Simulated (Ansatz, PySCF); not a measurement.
Process, species as SMILES: [OH] (HO) -> [OH] (HO) as triplet, charge +1 + e-

Quantity: adiabatic ionisation energy (0 K, with zero-point energies), in eV. Conventions: non-relativistic; frozen cores in correlated levels; UHF or UKS for open shells; no spin-orbit coupling; 6-31G* and kin with 6d, 5d where marked; 6-311+G** with 5d. CBS marks a two-point X^-3 extrapolation of the correlation energy; Hartree-Fock from the larger set (for Q and 5 zeta extrapolated as (X+1)exp(-9√X)). Ab initio and DFT rows: single points at B3LYP-D3(BJ) geometries (Ansatz, a program for electronic structure), with unscaled harmonic terms from B3LYP/6-31G* at its own minima.

Measured values: CCCBDB table in ASE; they hold spin-orbit and core effects. 

Value to compare with, the measured value: 13.02 eV.

```
level                                program  adiabatic ionisation energy (0 K, with zero-point energies) (eV)  error
----------------------------  --------------  ----------------------------------------------------------------  -----
HF/6-311+G**                          Ansatz                                                             11.32  -1.70
SVWN5/6-31G*                          Ansatz                                                             12.99  -0.03
PBE/STO-3G                            Ansatz                                                              9.96  -3.06
PBE/3-21G                             Ansatz                                                             12.23  -0.79
BP86/def2-SVP                          PySCF                                                             12.96  -0.06
B3LYP/STO-3G                          Ansatz                                                             10.12  -2.90
B3LYP/3-21G                           Ansatz                                                             12.34  -0.68
B3LYP/6-31G                           Ansatz                                                             12.90  -0.12
B3LYP/6-31G*                          Ansatz                                                             12.90  -0.12
B3LYP/6-31G**                         Ansatz                                                             12.92  -0.10
M06-2X/6-311+G**                       PySCF                                                             13.02   0.00
MP2/STO-3G                            Ansatz                                                              8.66  -4.36
MP2/6-311+G**                         Ansatz                                                             12.61  -0.41
PBE0/def2-TZVPD                       Ansatz                                                             12.97  -0.05
B2PLYP-D3(BJ)/def2-TZVPD      Ansatz + dftd3                                                             12.99  -0.03
CCSD(T)/CBS(cc-pVQZ,cc-pV5Z)          Ansatz                                                             13.01  -0.01
```

Among the 13 habitual levels, MP2/STO-3G lies farthest from the measured value (-4.36 eV); 0 of 13 lie above it, and their mean absolute error is 1.10 eV, the median 0.41. One case shows no general order.

The levels are drawn from those run, B3LYP/6-31G* more often than the rest, none by its result; runs whose electronic state is in doubt are left out.
